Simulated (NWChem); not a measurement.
# pyrazine (C4H4N2); SMILES c1cnccn1

Results from NWChem. Pople sets run with spherical d functions. The geometry was optimised at PBE0/def2-SVP. B3LYP is NWChem's, with the RPA form of VWN correlation.

Q: Among these, which level gives the highest value of “highest occupied level (eV)”?
(A) B3LYP/STO-3G
(B) B3LYP/6-31G*
(C) B3LYP/6-311++G**
(D) B3LYP/6-31+G*

A: A, B3LYP/STO-3G. Values: B3LYP/6-311++G** -7.13; B3LYP/6-31+G* -7.10; B3LYP/6-31G* -6.76; B3LYP/STO-3G -4.49
